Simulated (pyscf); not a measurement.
One hydrogen abstraction on the doublet surface with elements of a group swapped. ωB97M-D3(BJ)/def2-TZVP, kJ/mol, from the separated reactants. Optimised with ωB97X-D3(BJ)/def2-SVP in PySCF.

```json
[
 {"step": "`[SiH]=[S]` [doublet] + `[H][H]` → `[SiH2]=[S]` + `[H]` [doublet]", "barrier": "?", "reaction energy": "?", "imaginary mode (i cm⁻¹)": "889"},
 {"step": "`[SiH]=[Se]` [doublet] + `[H][H]` → `[SiH2]=[Se]` + `[H]` [doublet]", "barrier": "110.8", "reaction energy": "+95.4", "imaginary mode (i cm⁻¹)": "862"}
]
```

**Question.** Complete the blanks.

**Answer.** 
- `[SiH]=[S]` [doublet] + `[H][H]` → `[SiH2]=[S]` + `[H]` [doublet], barrier: 105.7
- `[SiH]=[S]` [doublet] + `[H][H]` → `[SiH2]=[S]` + `[H]` [doublet], reaction energy: +89.6

Each row is the saddle that its search found. Elements up to Kr have no core potential and no relativistic terms here.
